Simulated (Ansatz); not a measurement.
A nudged elastic band was laid between two geometries of AlBH$_{4}$S (7 atoms, charge 0, multiplicity 1).

Method: Ansatz, RKS B3LYP/cc-pVDZ.

* movable images: 7
* climbing image: yes
* spring: 5.0 eV/Å²
* optimiser: quadratic models (default)
* start path: through a guess of the saddle point
* force threshold: 0.05 eV/Å
* iteration limit: 60
* end points: relaxed

Image 0:

```xyz
7
Properties=species:S:1:pos:R:3
B -1.382 0.457 -0.810
Al 0.303 0.168 0.453
S 1.679 -1.521 -0.008
H -2.452 -0.063 -0.593
H -1.344 1.167 -1.789
H 0.676 1.062 1.718
H 2.520 -1.270 1.030
```

Image 8:

```xyz
7
Properties=species:S:1:pos:R:3
B -1.382 0.457 -0.810
Al 0.301 0.166 0.454
S 1.681 -1.519 -0.010
H -1.344 1.174 -1.783
H -2.451 -0.068 -0.600
H 0.673 1.058 1.721
H 2.521 -1.268 1.029
```

**Question.** What changes between the two ends?

**Answer.** No bond is made or broken. The dihedral H5–B1–Al2–S3 goes from -90 to 90°. The two ends are copies of one structure, up to a mirror image or an exchange of like atoms.

**Question.** What energy profile does the band end with?

**Answer.** It converged. The highest image is number 4 of 0 to 8, 1.8 kcal/mol above the ends, which have the same energy within 2 meV. A vibrational analysis at the climbing image gives one clearly imaginary mode, 152i cm⁻¹: a first-order saddle point.

| image | path coordinate (Å) | energy (kcal/mol) | dihedral H5–B1–Al2–S3 (°) |
| --- | --- | --- | --- |
| 0 | 0.00 | 0.0 | -90 |
| 1 | 0.49 | 0.3 | -68 |
| 2 | 0.98 | 0.9 | -45 |
| 3 | 1.47 | 1.6 | -22 |
| 4 | 1.96 | 1.8 | 0 |
| 5 | 2.44 | 1.6 | 22 |
| 6 | 2.93 | 0.9 | 45 |
| 7 | 3.42 | 0.3 | 67 |
| 8 | 3.91 | 0.0 | 90 |

**Question.** What is the geometry of the highest image?

**Answer.** 
```xyz
7
Properties=species:S:1:pos:R:3
B -1.391 0.473 -0.819
Al 0.222 0.065 0.543
S 1.927 -1.122 -0.249
H -2.365 1.109 -0.490
H -1.375 0.079 -1.960
H 0.344 0.514 2.066
H 2.639 -1.118 0.909
```

**Question.** What are the harmonic wavenumbers there?

**Answer.** 152i, 132, 293, 444, 445, 502, 566, 661, 696, 835, 1151, 1881, 2563, 2646, 2659 cm⁻¹.

Time of the run: 80 s on 1 thread of Intel(R) Xeon(R) 6975P-C (Granite Rapids) (shared host), peak memory 0.14 GiB.
